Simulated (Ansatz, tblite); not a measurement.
**(HBe-mu-H)2 (Be₂H₄): removing and adding an electron**

An exercise on one series of results from a longer session: the logs are not shown, and one member is left open.

The runs use Ansatz 0.2.0, Gaussian basis; as each input shows.

Levels to be run: charge +1 doublet, at the geometry of the singlet (PBE0-D4/def2-TZVP, PBE-D4/def2-TZVP, r2SCAN-D4/def2-TZVP, CCSD(T)/def2-TZVPP); charge -1 doublet, at the geometry of the singlet (PBE0-D4/def2-TZVPD, PBE-D4/def2-TZVPD, r2SCAN-D4/def2-TZVPD, CCSD(T)/def2-TZVPD); the starting singlet's energies come from earlier runs.

## The geometry

The singlet was relaxed beforehand with PBE-D4/def2-TZVP.

6 atoms, charge 0, spin multiplicity 1.

Atoms are counted from 1 here; the program's logs count them from 0.

Bond lengths: Be1–H2 1.340 Å, Be1–H3 1.486 Å, Be1–Be4 2.016 Å, Be1–H6 1.487 Å, H3–Be4 1.487 Å, Be4–H5 1.340 Å, Be4–H6 1.486 Å. Angles: H2–Be1–H3 132.8°, H2–Be1–Be4 179.8°, H2–Be1–H6 132.6°, H3–Be1–Be4 47.3°, H3–Be1–H6 94.6°, Be4–Be1–H6 47.3°, Be1–H3–Be4 85.4°, Be1–Be4–H3 47.3°, Be1–Be4–H5 179.8°, Be1–Be4–H6 47.3°, H3–Be4–H5 132.6°, H3–Be4–H6 94.6°, H5–Be4–H6 132.8°, Be1–H6–Be4 85.4°.

Geometry (Å):

```xyz
6

Be   -0.4581    0.8937    0.0841
H    -1.0642    2.0831    0.1999
H    -0.9667   -0.5024    0.0824
Be    0.4579   -0.8937   -0.0856
H     1.0647   -2.0833   -0.1950
H     0.9663    0.5025   -0.0858
```

Set-up of the first run:

The input, in.yaml:

```yaml
crystal:
  periodic: [false, false, false]
  atoms:
    - {symbol: Be, position_ang: [-0.458084, 0.893730, 0.084094]}
    - {symbol: H, position_ang: [-1.064177, 2.083149, 0.199925]}
    - {symbol: H, position_ang: [-0.966664, -0.502425, 0.082388]}
    - {symbol: Be, position_ang: [0.457922, -0.893655, -0.085592]}
    - {symbol: H, position_ang: [1.064673, -2.083348, -0.195024]}
    - {symbol: H, position_ang: [0.966329, 0.502549, -0.085792]}
basis:
  gaussian: {orbitals: def2-TZVP}
total_charge: 1
magnetization: {spin_polarized: true, initial_magnetization: 1}
hamiltonian: {xc: pbe0, dispersion: d4}
output: {orbitals: {seedname: orbitals}}
```

On the command line:

```console
ansatz run in.yaml --threads 4 --pin off --events-out ev --progress --plain --max-ram 3916MiB
```

Steps of the session up to this table: Charge +1 doublet at the fixed geometry, PBE0-D4/def2-TZVP; Charge +1 doublet at the fixed geometry, PBE-D4/def2-TZVP; Charge +1 doublet at the fixed geometry, r2SCAN-D4/def2-TZVP; Charge +1 doublet at the fixed geometry, CCSD(T)/def2-TZVPP; Charge -1 doublet at the fixed geometry, PBE0-D4/def2-TZVPD; Charge -1 doublet at the fixed geometry, PBE-D4/def2-TZVPD; Charge -1 doublet at the fixed geometry, r2SCAN-D4/def2-TZVPD; Charge -1 doublet at the fixed geometry, CCSD(T)/def2-TZVPD.

One of the session's tables, all rows but one given; the rest of the session is left out.

It belongs to the step «Vertical electron affinity». 

| method | vertical electron affinity (eV) |
| --- | --- |
| HF/def2-TZVPD | ? |
| PBE-D4/def2-TZVPD | 0.96 |
| r2SCAN-D4/def2-TZVPD | 0.89 |
| PBE0-D4/def2-TZVPD | 0.86 |
| MP2/def2-TZVPD | 0.48 |
| CCSD/def2-TZVPD | 0.53 |
| CCSD(T)/def2-TZVPD | 0.58 |

Estimate the missing values for HF/def2-TZVPD.

As computed: vertical electron affinity (eV): -0.01. In the column «vertical electron affinity (eV)» it is the lowest.

To keep in mind: The anion's highest level is positive in at least one run, so there the basis alone may hold the extra electron.
